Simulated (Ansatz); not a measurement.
# SiClF (triplet): the correlation ladder, def2-TZVPP

One table from this session's results is given with a row withheld; the runs are named, their logs left out.

Program: Ansatz 0.2.0, Gaussian basis. Level of theory: def2-TZVPP, core rule «outside noble gas», up to 11 orbitals frozen. These are calculated values, not measurements.

The runs, in order: UHF; ROHF; CCSD(T) on UHF.

2 further runs of the same task are left out: 2 set aside as unsound or not needed.

## The system

The geometry is a PBE0/def2-TZVP stationary point (not a proven minimum).

3 atoms, charge 0, spin multiplicity 3.

Atoms are counted from 1 here; the program's logs count them from 0.

Bond lengths: Cl1–Si2 2.041 Å, Si2–F3 1.602 Å. Angles: Cl1–Si2–F3 116.3°.

As a file:

```tsv
atom	x (Å)	y (Å)	z (Å)
Cl1	0.0000	-0.1652	1.3579
Si2	0.0000	0.5634	-0.5482
F3	0.0000	-0.5245	-1.7235
```

The first run:

File in.yaml:

```yaml
crystal:
  periodic: [false, false, false]
  atoms:
    - {symbol: Cl, position_ang: [0.000000, -0.165216, 1.357873]}
    - {symbol: Si, position_ang: [0.000000, 0.563381, -0.548185]}
    - {symbol: F, position_ang: [0.000000, -0.524541, -1.723546]}
basis:
  gaussian: {orbitals: def2-TZVPP}
magnetization: {spin_polarized: true, initial_magnetization: 2}
hamiltonian: {xc: hf}
output: {orbitals: {seedname: orbitals}}
```

Command:

```bash
> ansatz run in.yaml --threads 1 --pin off --events-out ev --progress --plain --max-ram 4096MiB --backend cpu
```

Steps of the session up to this table: UHF; ROHF; CCSD(T) on UHF.

One table of the session follows, with a row left open; its other results are not shown here.

| method | from UCCSD(T) (kcal/mol) |
| --- | --- |
| ROHF | +345.14 |
| UHF | +343.96 |
| UMP2 | +25.89 |
| UCCSD | ? |
| UCCSD(T) | 0 |

Q: Estimate the row for UCCSD from the others.

As computed: from UCCSD(T) (kcal/mol): +12.28. In the column «from UCCSD(T) (kcal/mol)» it lies between UCCSD(T) (0) and UMP2 (+25.89).

With the free atoms at the same levels and basis (separate runs), the atomisation energy is 7.778 eV at UCCSD(T), 6.213 eV at ROHF.
